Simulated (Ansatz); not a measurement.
Geometry optimisation, UKS PBE/def2-SVP (Ansatz 0.2.0).

Input file:

```yaml
crystal:
  periodic: [false, false, false]
  atoms:
    - { symbol: Si, position_ang: [0.0003, 6.5e-05, -0.256354] }
    - { symbol: H, position_ang: [0.000304, 8.8e-05, 1.226253] }
    - { symbol: H, position_ang: [1.415763, 0.000166, -0.762882] }
    - { symbol: H, position_ang: [-0.70752, 1.225859, -0.76285] }
    - { symbol: H, position_ang: [-0.70733, -1.225847, -0.762828] }
    - { symbol: Si, position_ang: [4.4e-05, -0.000222, 3.890996] }
    - { symbol: H, position_ang: [-0.775124, -1.206936, 4.340718] }
    - { symbol: H, position_ang: [1.432683, -0.067793, 4.340741] }
    - { symbol: H, position_ang: [-0.65772, 1.274619, 4.339806] }
magnetization:
  spin_polarized: true
  initial_magnetization: 1
basis:
  gaussian: { orbitals: def2-SVP }
hamiltonian:
  xc: pbe
relax:
  f_tol: 0.03
  max_steps: 50
```

Command:

```bash
$ ansatz run input.yaml --threads 2 --pin off --max-ram 3072MiB --backend cpu --events-out ev --progress --plain --runs-dir out
```

Where does it end, and by what steps?

It converged. The force dipped under the threshold on the way, but the program's further checks kept it going. After 4 steps the energy has fallen by 0.035 eV; H7 moved furthest, 0.39 Å.

| step | energy less start (eV) | largest force component (eV/Å) | accepted |
| --- | --- | --- | --- |
| 0 | 0.0000 | 0.663 | yes |
| 1 | -0.0298 | 0.060 | yes |
| 2 | -0.0338 | 0.029 | yes |
| 3 | -0.0352 | 0.022 | yes |
| 4 | -0.0354 | 0.003 | yes |

```xyz
9
Properties=species:S:1:pos:R:3
Si 0.000 0.000 -0.575
H 0.000 0.000 0.931
H 1.417 0.000 -1.076
H -0.708 1.227 -1.076
H -0.708 -1.227 -1.076
Si 0.000 0.000 4.275
H -0.775 -1.207 4.731
H 1.433 -0.068 4.730
H -0.658 1.275 4.730
```

Whether the end is a true minimum wasn't checked by a vibrational analysis.

The run took 7.3 s on 2 threads of Arm Neoverse V2, on a shared host, peak memory 0.12 GiB.
